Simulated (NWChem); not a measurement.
System: acetone (C$_{3}$H$_{6}$O); SMILES CC(C)=O

Input file for NWChem:

```
start job
memory heap 200 mb stack 900 mb global 1100 mb
geometry units angstroms noautosym nocenter noautoz
  C     -1.284550    -0.000719    -0.615008
  C      0.000000     0.000000     0.180731
  C      1.284550     0.000719    -0.615008
  O      0.000000     0.000000     1.387736
  H     -1.329902    -0.883864    -1.272262
  H     -1.333812     0.885068    -1.268338
  H     -2.142753    -0.004571     0.068435
  H      2.142753     0.004571     0.068435
  H      1.333812    -0.885068    -1.268338
  H      1.329902     0.883864    -1.272262
end
basis spherical
  * library def2-svp
end
dft
  xc r2scan
  iterations 150
end
task dft gradient
```

Output (shortened):

```
             Northwest Computational Chemistry Package (NWChem) 7.3.0
             --------------------------------------------------------

                             Geometry "geometry" -> ""
                             -------------------------

 Output coordinates in angstroms (scale by  1.889725989 to convert to a.u.)

  No.       Tag          Charge          X              Y              Z
 ---- ---------------- ---------- -------------- -------------- --------------
    1 C                    6.0000    -1.28455000    -0.00071900    -0.61500800
    2 C                    6.0000     0.00000000     0.00000000     0.18073100
    3 C                    6.0000     1.28455000     0.00071900    -0.61500800
    4 O                    8.0000     0.00000000     0.00000000     1.38773600
    5 H                    1.0000    -1.32990200    -0.88386400    -1.27226200
    6 H                    1.0000    -1.33381200     0.88506800    -1.26833800
    7 H                    1.0000    -2.14275300    -0.00457100     0.06843500
    8 H                    1.0000     2.14275300     0.00457100     0.06843500
    9 H                    1.0000     1.33381200    -0.88506800    -1.26833800
   10 H                    1.0000     1.32990200     0.88386400    -1.27226200

 Effective nuclear repulsion energy (a.u.)     119.4781053125

                                 NWChem DFT Module
                                 -----------------

 Summary of "ao basis" -> "ao basis" (spherical)
 ------------------------------------------------------------------------------
       Tag                 Description            Shells   Functions and Types
 ---------------- ------------------------------  ------  ---------------------
 C                          def2-svp                 6       14   3s2p1d
 O                          def2-svp                 6       14   3s2p1d
 H                          def2-svp                 3        5   2s1p

            General Information
            -------------------
          SCF calculation type: DFT
          Wavefunction type:  closed shell.
          No. of atoms     :    10
          No. of electrons :    32
           Alpha electrons :    16
            Beta electrons :    16
          Charge           :     0
          Spin multiplicity:     1
          Use of symmetry is: off; symmetry adaption is: off
          Maximum number of iterations: 150
          AO basis - number of functions:    86
                     number of shells:    42
          Convergence on energy requested:  1.00D-06
          Convergence on density requested:  1.00D-05
          Convergence on gradient requested:  5.00D-04

              XC Information
              --------------
                      r^2SCAN Method XC Functional
               r^2SCAN metaGGA Exchange Functional  1.000
                     r^2SCAN Correlation Potential  1.000

             Grid Information
             ----------------
          Grid used for XC integration:  medium
          Radial quadrature: Mura-Knowles
          Angular quadrature: Lebedev.
          Tag              B.-S. Rad. Rad. Pts. Rad. Cut. Ang. Pts.
          ---              ---------- --------- --------- ---------
          C                   0.70       49          10.0       434
          O                   0.60       49           9.0       434
          H                   0.35       45          11.0       434
          Grid pruning is: on
          Number of quadrature shells:   466
          Spatial weights used:  Erf1

      Superposition of Atomic Density Guess
      -------------------------------------

 Sum of atomic energies:        -190.56125950

      Non-variational initial energy
      ------------------------------

 Total energy =    -192.873025
 1-e energy   =    -493.559692
 2-e energy   =     181.208562
 HOMO         =      -0.334349
 LUMO         =      -0.009059

   convergence    iter        energy       DeltaE   RMS-Dens  Diis-err
 ---------------- ----- ----------------- --------- --------- ---------
 d= 0,ls=0.0,diis     1   -192.7912319721 -3.12D+02  3.52D-02  8.33D-01
 d= 0,ls=0.0,diis     2   -192.3242948421  4.67D-01  2.76D-02  5.29D+00
 d= 0,ls=0.0,diis     3   -192.8927789658 -5.68D-01  1.58D-03  2.11D-02
 d= 0,ls=0.0,diis     4   -192.8939838605 -1.20D-03  8.73D-04  7.58D-03
 d= 0,ls=0.0,diis     5   -192.8948556600 -8.72D-04  2.39D-04  2.44D-04
  Resetting Diis
 d= 0,ls=0.0,diis     6   -192.8948912007 -3.55D-05  1.83D-05  1.03D-06
 d= 0,ls=0.0,diis     7   -192.8948913224 -1.22D-07  7.71D-06  1.34D-07

         Total DFT energy =     -192.894891322353
      One electron energy =     -497.271734430853
           Coulomb energy =      211.834560517285
    Exchange-Corr. energy =      -26.935822721269
 Nuclear repulsion energy =      119.478105312484

 Numeric. integr. density =       32.000016333270

                       DFT Final Molecular Orbital Analysis
                       ------------------------------------

[...]

                         DFT ENERGY GRADIENTS

    atom               coordinates                        gradient
                 x          y          z           x          y          z
   1 C      -2.427448  -0.001359  -1.162197    0.001436   0.000133   0.000649
   2 C       0.000000   0.000000   0.341532   -0.000000  -0.000000   0.005974
   3 C       2.427448   0.001359  -1.162197   -0.001436  -0.000133   0.000649
   4 O       0.000000   0.000000   2.622441   -0.000000  -0.000000  -0.009437
   5 H      -2.513150  -1.670261  -2.404227    0.000002   0.000221   0.000609
   6 H      -2.520539   1.672536  -2.396811    0.000006  -0.000264   0.000576
   7 H      -4.049216  -0.008638   0.129323    0.000371  -0.000053  -0.000103
   8 H       4.049216   0.008638   0.129323   -0.000371   0.000053  -0.000103
   9 H       2.520539  -1.672536  -2.396811   -0.000006   0.000264   0.000576
  10 H       2.513150   1.670261  -2.404227   -0.000002  -0.000221   0.000609
```

Level: r2SCAN/def2-SVP. Structure relaxed at the PBE0/def2-SVP level.
